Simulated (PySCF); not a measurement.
Consider `[CH2-]C#N` ([C2H2N]-). Optimised structure (Å), atoms numbered from 1:
```
C    -0.5708    0.0065   -0.0350
C     0.8104   -0.0088   -0.0782
N     1.9967   -0.0206   -0.0933
H    -1.1067    0.9467   -0.1873
H    -1.1303   -0.9293   -0.1090
```

Level of theory: CAM-B3LYP-D3(BJ)/ma-def2-TZVP single points in PySCF, grid level 2; every species was optimised with PBE0-D3(BJ)/ma-def2-SVP. The prefix ma- adds one diffuse s and one diffuse p function on all atoms but H. Zero-point and thermal terms (298.15 K, 1 bar) come from unscaled PBE0-D3(BJ)/ma-def2-SVP harmonic frequencies, with soft modes damped to free rotors in the entropy.

Question: What are the vertical and the adiabatic detachment energy for forming the radical?

Answer: 1.58 eV vertical and 1.55 eV adiabatic, the latter with zero-point energy.

Question: Where does the unpaired spin of the relaxed radical sit?

Answer: C1 (anionic carbon) 0.84, N3 (nitrile nitrogen) 0.42, C2 (nitrile carbon) -0.21 (intrinsic atomic orbital populations).

Question: How far is −ε(HOMO) from the vertical value by ΔSCF?

Answer: −ε(HOMO) = 0.74 eV, which is 0.84 eV below the ΔSCF value.
